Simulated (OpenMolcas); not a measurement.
# How the cost of BLYP grows with the basis: C5H12S (tert-butyl methyl sulfide)

C5H12S has 18 atoms, charge 0, and is taken as a singlet. SMILES: `CSC(C)(C)C`. The shape is that of a GFN2-xTB optimisation. This is one conformer, not always the lowest.

BLYP (spherical functions), energy, OpenMolcas 26.06, on 1 thread of Arm Neoverse V1, shared host. N is the number of basis functions, t the processor time.

| basis | N | t (s) | ln N | ln t |
| --- | --- | --- | --- | --- |
| STO-3G | 46 | 6.2 | 3.829 | 1.825 |
| 3-21G | 82 | 14 | 4.407 | 2.639 |
| 6-31G(d) | 112 | 25 | 4.718 | 3.219 |
| 6-31G(d,p) | 148 | ? | 4.997 | ? |

Task: Fit t = C·Nᵖ to the known rows and estimate the time in 6-31G(d,p).

Result: 
1. Means of the 3 rows: ln N = 4.31800, ln t = 2.5610.
2. Σ(Δln N)² = 0.40704, Σ(Δln N·Δln t) = 0.63005, so the slope is 0.63005/0.40704 = 1.5479.
3. Intercept: 2.5610 − (1.5479) × 4.31800 = -4.1228. The largest residual of the fit is 0.060.
4. ln t = -4.1228 + 1.5479 × 4.997, so t ≈ 37 s.

The run took 47 s, so the estimate is too short by a factor of about 1.3. The fitted power is 1.5, with the electron count fixed. SCF iterations also vary, from 10 to 14. Fixed start-up costs flatten the line at the short runs, so it runs low for the long one.
